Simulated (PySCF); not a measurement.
## SMILES Cc1cncs1, C4H5NS

Geometry:
```tsv
atom	x (Å)	y (Å)	z (Å)
C1	-1.762	-0.190	-0.004
C2	-0.277	-0.113	0.001
C3	0.519	0.993	-0.045
N4	1.866	0.781	-0.028
C5	2.122	-0.486	0.031
S6	0.734	-1.500	0.070
H7	-2.147	-0.674	0.897
H8	-2.137	-0.747	-0.866
H9	-2.179	0.817	-0.048
H10	0.141	2.007	-0.093
H11	3.119	-0.905	0.055
```

Theory: PySCF, quadratic response CAM-B3LYP/def2-TZVPD first hyperpolarisability, Taylor convention, gas phase. Geometry: PBE0-D3(BJ)/def2-TZVP.

Give the tensor of the second harmonic β(−2ω;ω,ω) at 1907 nm in the axes of these coordinates.

In au, Taylor convention; rows are the first index (the induced dipole):
|  | xx | yy | zz | xy | xz | yz |
| --- | --- | --- | --- | --- | --- | --- |
| x | -63.9 | +14.4 | +2.9 | +48.8 | -2.6 | -0.5 |
| y | +47.2 | +42.0 | +42.1 | +14.5 | -0.5 | +1.9 |
| z | -2.5 | +1.9 | -5.6 | -0.5 | +2.8 | +41.9 |

Norm of βᵢ = ⅓ Σⱼ (βᵢⱼⱼ + βⱼᵢⱼ + βⱼⱼᵢ): 140.3 au, hyper-Rayleigh value 57.3 au.
